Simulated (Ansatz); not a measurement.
Computed with Ansatz on PBE0-D4/def2-TZVP structures; ΔE is electronic, products minus reactants. CBS: MP2 limit from def2 TZ/QZ plus the TZ coupled-cluster correction, frozen cores. This one scheme is used for every species, atoms too. Functionals use def2-TZVPP. HSE06 is defined as in plane-wave codes. No spin–orbit coupling; open shells (•) take unrestricted orbitals. Spin–orbit coupling would lower the free atoms: a little for B, C, S.

`BSC` → B• + C• + 5 H• + S•  (atomization)

| level | ΔE (kJ/mol) | difference from CCSD(T)/CBS |
| --- | --- | --- |
| LDA (SPW92) | 3165.4 | 369.0 |
| PBE-D4 | 2849.6 | 53.2 |
| revPBE-D4 | 2794.4 | -2.0 |
| r2SCANh-D4 | 2813.6 | 17.2 |
| HSE06-D4 | 2821.2 | 24.8 |
| PBE | 2837.5 | 41.1 |
| BLYP | 2769.2 | -27.2 |
| r2SCANh | 2810.6 | 14.2 |
| r2SCAN0 | 2794.2 | -2.2 |
| MP2/def2-SVP | 2676.2 | -120.2 |
| CCSD/def2-SVP | 2641.4 | -155.0 |
| CCSD(T)/def2-SVP | 2666.6 | -129.8 |
| CCSD(T)/def2-TZVPP | 2735.0 | -61.4 |
| MP2/def2-QZVPP | 2794.1 | -2.3 |
| HF/CBS(def2) | 2142.5 | -653.9 |
| CCSD/CBS(def2) | 2761.6 | -34.8 |
| CCSD(T)/CBS | 2796.4 | 0 |

Largest T1 diagnostic among the species: 0.014.

From BLYP to BHLYP (50 % exact exchange), in def2-TZVPP and without D4, ΔE moves by −26.8 kJ/mol: exact exchange takes away binding that semilocal exchange gives to molecules. At CCSD(T), def2-SVP lies −129.8 kJ/mol from the extrapolated value and def2-TZVPP −61.4 kJ/mol: correlation converges slowly with the basis, and small sets miss more of it in the bonded molecule than in its fragments. Leaving LDA and LC-ωPBE aside and taking each functional with its dispersion term where it has one, the values, not all of them listed here, spread over 92.8 kJ/mol, from BHLYP-D4 to PBE-D4. LDA lies +327.9 kJ/mol from PBE without D4, its usual overbinding.

For atomizations the MP2-based limit and the directly extrapolated one differ by several kJ/mol either way, and by 10 to 25 for some Ge, Se and Sn compounds, so smaller differences from it don't rank the levels.
